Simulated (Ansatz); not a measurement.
# CHSi (quartet): relaxing a cheap start

Aim: relax a generated start of CHSi (quartet) and see which bonds hold.

Method: UKS PBE0/def2-TZVP; program: Ansatz 0.2.0, Gaussian basis.

### 1 Starting geometry

3 atoms, charge 0, spin multiplicity 4.

Atoms are counted from 1 here; the program's logs count them from 0.

Bond lengths: Si1–C2 1.798 Å, Si1–H3 1.478 Å. Angles: C2–Si1–H3 129.9°.

As a file:

```xyz
3

Si   -0.50239   -0.01836   -0.00108
C     1.29479   -0.05213    0.00253
H    -1.42997    1.13280   -0.00010
```

The start was built by rule and, where that kept it together, relaxed with GFN2-xTB. Sticks and bond lists go by distance. 

### 2 Relaxation

Contents of in.yaml:

```yaml
crystal:
  periodic: [false, false, false]
  atoms:
    - {symbol: Si, position_ang: [-0.502394, -0.018360, -0.001078]}
    - {symbol: C, position_ang: [1.294788, -0.052132, 0.002530]}
    - {symbol: H, position_ang: [-1.429969, 1.132799, -0.000099]}
basis:
  gaussian: {orbitals: def2-TZVP}
magnetization: {spin_polarized: true, initial_magnetization: 3}
hamiltonian: {xc: pbe0}
relax: {f_tol: 0.004, max_steps: 80}
```

The run is started by

```bash
$ ansatz run in.yaml --threads 1 --pin off --events-out ev --progress --plain --max-ram 1740MiB
```

Q: Predict the outcome of this session. Wanted: energy gained; shift from the start; total energy; dipole moment; ⟨S²⟩.

**Answer**, as computed:

| quantity | value |
| --- | --- |
| steps | 6 |
| energy gained | 0.435 eV |
| shift from the start (rms) | 0.258 Å |
| total energy | -8919.6269 eV |
| dipole moment | 1.14 D |
| ⟨S²⟩ | 3.762 |

**Reading.** The bonds of the start are those of the end. Si1–H3 went from 1.478 to 1.533 Å. No vibrations were run, so this is a stationary point, not a proven minimum, and this spin need not be the ground state's.
